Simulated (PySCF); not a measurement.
## PH3: adding exact exchange

Base calculation in PySCF with density fitting and no spin–orbit coupling, PBE/def2-TZVP (no relativity): singlet, C3v, P–H 1.431 Å (×3); H–P–H 92.3° (×3); wavenumbers 978, 1096 (×2), 2326, 2340 (×2) cm⁻¹; dipole moment 0.65 D, gap between the highest occupied and lowest empty levels 6.53 eV, polar-tensor charge of P 0.25 e, atomisation energy (no zero-point energy) 1000 kJ/mol.

Task: What changes on going to PBE0/def2-TZVP (no relativity)?

Result: The point group stays the same. Changes: mean bond to P -0.011 Å, smallest bond angle +0.8 degrees, highest wavenumber +83 cm⁻¹, lowest wavenumber +26 cm⁻¹, dipole moment +0.05 D, gap between the highest occupied and lowest empty levels +2.11 eV, polar-tensor charge of P +0.01 e, atomisation energy (no zero-point energy) -8 kJ/mol. The new structure has P–H 1.420 Å (×3); H–P–H 93.1° (×3), with wavenumbers 1004, 1135 (×2), 2411, 2423 (×2) cm⁻¹. Exact exchange shortens and stiffens the bonds and opens the gap, the usual pattern.

Each species is the lowest minimum found with this bonding; other isomers or fragments can lie lower.
